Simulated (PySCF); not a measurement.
**Energy of Ne (neon, neutral) between two integer charges**

The 2p beta orbital of [Ne] is emptied in steps (occupation f), with all orbitals relaxed, ending at [He] 2s2 2p5. Computed with PySCF 2.14 in aug-cc-pVTZ-DK (5s4p3d2f, 46 functions), with the spin-free X2C one-electron Hamiltonian (Gaussian nucleus). The exact energy is a straight line in f; departures are measured from the line between the end points of the same method.

**Question.** Among UHF, LDA, PBE, PBE0, r2SCAN, LC-wPBE, BHandHLYP, wB97X, MN15, M06-2X, which shows the largest delocalisation error (convex curve), and which is closest to linear?

**Answer.** Most convex: LDA (-2.209 eV at f = 0.5); closest to linear: BHandHLYP (-0.678 eV).

```json
{"f": "1", "UHF (eV)": "0.000", "LDA (eV)": "0.000", "PBE (eV)": "0.000", "PBE0 (eV)": "0.000", "r2SCAN (eV)": "0.000", "LC-wPBE (eV)": "0.000", "BHandHLYP (eV)": "0.000", "wB97X (eV)": "0.000", "MN15 (eV)": "0.000", "M06-2X (eV)": "0.000"}
{"f": "0.75", "UHF (eV)": "0.614", "LDA (eV)": "-1.640", "PBE (eV)": "-1.573", "PBE0 (eV)": "-1.032", "r2SCAN (eV)": "-1.400", "LC-wPBE (eV)": "-0.569", "BHandHLYP (eV)": "-0.497", "wB97X (eV)": "-0.559", "MN15 (eV)": "-0.867", "M06-2X (eV)": "-0.556"}
{"f": "0.5", "UHF (eV)": "0.775", "LDA (eV)": "-2.209", "PBE (eV)": "-2.108", "PBE0 (eV)": "-1.382", "r2SCAN (eV)": "-1.848", "LC-wPBE (eV)": "-0.762", "BHandHLYP (eV)": "-0.678", "wB97X (eV)": "-0.747", "MN15 (eV)": "-1.155", "M06-2X (eV)": "-0.752"}
{"f": "0.25", "UHF (eV)": "0.552", "LDA (eV)": "-1.670", "PBE (eV)": "-1.582", "PBE0 (eV)": "-1.036", "r2SCAN (eV)": "-1.370", "LC-wPBE (eV)": "-0.567", "BHandHLYP (eV)": "-0.519", "wB97X (eV)": "-0.554", "MN15 (eV)": "-0.861", "M06-2X (eV)": "-0.535"}
{"f": "0", "UHF (eV)": "0.000", "LDA (eV)": "0.000", "PBE (eV)": "0.000", "PBE0 (eV)": "0.000", "r2SCAN (eV)": "0.000", "LC-wPBE (eV)": "0.000", "BHandHLYP (eV)": "0.000", "wB97X (eV)": "0.000", "MN15 (eV)": "0.000", "M06-2X (eV)": "0.000"}
```

```json
{"method": "UHF", "E(f=0) − E(f=1) (eV)": "19.673", "−ε at f=1 (eV)": "23.145", "−ε at f=0.5 (eV)": "19.508"}
{"method": "LDA", "E(f=0) − E(f=1) (eV)": "22.195", "−ε at f=1 (eV)": "13.559", "−ε at f=0.5 (eV)": "22.114"}
{"method": "PBE", "E(f=0) − E(f=1) (eV)": "21.662", "−ε at f=1 (eV)": "13.343", "−ε at f=0.5 (eV)": "21.636"}
{"method": "PBE0", "E(f=0) − E(f=1) (eV)": "21.455", "−ε at f=1 (eV)": "15.996", "−ε at f=0.5 (eV)": "21.443"}
{"method": "r2SCAN", "E(f=0) − E(f=1) (eV)": "21.494", "−ε at f=1 (eV)": "13.989", "−ε at f=0.5 (eV)": "21.585"}
{"method": "LC-wPBE", "E(f=0) − E(f=1) (eV)": "21.766", "−ε at f=1 (eV)": "18.771", "−ε at f=0.5 (eV)": "21.768"}
{"method": "BHandHLYP", "E(f=0) − E(f=1) (eV)": "21.275", "−ε at f=1 (eV)": "18.701", "−ε at f=0.5 (eV)": "21.215"}
{"method": "wB97X", "E(f=0) − E(f=1) (eV)": "21.458", "−ε at f=1 (eV)": "18.516", "−ε at f=0.5 (eV)": "21.469"}
{"method": "MN15", "E(f=0) − E(f=1) (eV)": "21.704", "−ε at f=1 (eV)": "17.104", "−ε at f=0.5 (eV)": "21.718"}
{"method": "M06-2X", "E(f=0) − E(f=1) (eV)": "21.588", "−ε at f=1 (eV)": "18.765", "−ε at f=0.5 (eV)": "21.638"}
```

Reference removal energy between the ground levels: 21.565 eV (measured; NIST Atomic Spectra Database, ionization energies). The calculation has no spin-orbit coupling. UHF lacks correlation.
